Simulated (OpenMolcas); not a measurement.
# Si2H5Cl: a line through the functionals

Si2H5Cl: 8 atoms, total charge 0, spin state singlet. SMILES: `[SiH3][SiH2]Cl`. Geometry: relaxed at PBE0-D4/def2-TZVP.

The vertical energy of the triplet above the singlet y, in eV, basis cc-pVDZ; a is the functional's share of exact exchange. Programs: OpenMolcas 26.06.

```
functional     program     a  y (eV)
      BLYP  OpenMolcas     0    5.53
    r2SCAN  OpenMolcas     0    5.62
     B3LYP  OpenMolcas   0.2       ?
      PBE0  OpenMolcas  0.25    5.75
     BHLYP  OpenMolcas   0.5    6.17
```

Q: Fit y = c + s·a to the known rows and predict B3LYP.

A: 
1. Means of the 4 rows: a = 0.1875, y = 5.768.
2. Σ(Δa)² = 0.17188, Σ(Δa·Δy) = 0.19687, so the slope is 0.19687/0.17188 = 1.1454.
3. Intercept: 5.768 − (1.1454) × 0.1875 = 5.553. The largest residual of the fit is 0.089.
4. B3LYP: 5.553 + (1.1454) × 0.2 = 5.78 eV.

The run gave 5.81 eV, so the prediction is off by -0.03 eV, within the largest residual. The rows mix families of semi-local functionals, which the line can't see.
